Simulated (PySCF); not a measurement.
**LiC (quartet): changing the method**

Aim: see what other levels and later steps give for LiC (quartet).

The runs use PySCF 2.14.0; each script names its method and basis.

1 further run of the same task is left out (it didn't finish).

### 1 The system as given

LiC (quartet): 2 atoms, charge 0, spin multiplicity 4.

Bond lengths: Li1–C2 1.995 Å.

### 2 The base run

File input.py:

```python
from pyscf import gto, dft

mol = gto.M(
    atom='Li 0 0 0; C 0 0 1.995',
    basis='pcseg-1',
    charge=0,
    spin=3,
    verbose=4,
)
mf = dft.UKS(mol, xc='pbe0')
mf = mf.density_fit(auxbasis='def2-universal-jkfit')
mf.kernel()
g = mf.nuc_grad_method()
g.grid_response = True
g.kernel()
mf.dip_moment()
print('orbital energies (hartree):', [e[max(0, n-3):n+3].round(4) for e, n in zip(mf.mo_energy, mol.nelec)])
```

Started as:

```sh
$ python input.py
```

### 3 Stability test

Edit 1 changes step after the SCF: gradient → stability.

input.py: that of step 2 with these lines changed.

```diff
@@ -12,5 +12,3 @@
 mf.kernel()
-g = mf.nuc_grad_method()
-g.grid_response = True
-g.kernel()
+mf.stability(internal=True, external=True)
 mf.dip_moment()
```

### 4 SCF alone

Edit 2 changes step after the SCF: gradient → none.

input.py: that of step 2 with these lines changed.

```diff
@@ -12,5 +12,2 @@
 mf.kernel()
-g = mf.nuc_grad_method()
-g.grid_response = True
-g.kernel()
 mf.dip_moment()
```

### 5 CCSD (UHF)

Edit 3 changes step after the SCF: gradient → ccsd; SCF type: UKS → UHF; functional: pbe0 → none (Hartree–Fock).

File input.py:

```python
from pyscf import gto, scf, cc

mol = gto.M(
    atom='Li 0 0 0; C 0 0 1.995',
    basis='pcseg-1',
    charge=0,
    spin=3,
    verbose=4,
)
mf = scf.UHF(mol)
mf = mf.density_fit(auxbasis='def2-universal-jkfit')
mf.kernel()
mycc = cc.CCSD(mf)
mycc.kernel()
mf.dip_moment()
print('orbital energies (hartree):', [e[max(0, n-3):n+3].round(4) for e, n in zip(mf.mo_energy, mol.nelec)])
```

### 6 Scan

Edit 4 changes functional: pbe0 → scan.

input.py: that of step 2 with these lines changed.

```diff
@@ -9,3 +9,3 @@
 )
-mf = dft.UKS(mol, xc='pbe0')
+mf = dft.UKS(mol, xc='scan')
 mf = mf.density_fit(auxbasis='def2-universal-jkfit')
```

Before running it: what results should come out? Wanted: for each run, E(SCF); from base; gap, α spin; SCF dipole; after the SCF.

As calculated:

```csv
run,E(SCF) (hartree),from base (eV),cycles,"gap, α spin (eV)",SCF dipole (D),after the SCF
base,-45.344759,0,9,3.46,6.50,n/a
stability test,-45.344759,0.0000,9,3.46,6.50,unstable: UHF/UKS -> GHF/GKS
SCF alone,-45.344759,0.0000,9,3.46,6.50,n/a
CCSD (UHF),-45.165040,not comparable,11,8.19,7.09,CCSD correlation -2.338 eV
scan,-45.393388,not comparable,9,2.55,6.48,n/a
```

**Reading.** The α-spin gap between the frontier levels is 2.5 eV with scan (0 % exact exchange) and 3.5 eV with pbe0 (25 %): exact exchange opens it. Total energies of different functionals can't be compared with each other; differences within one functional can.
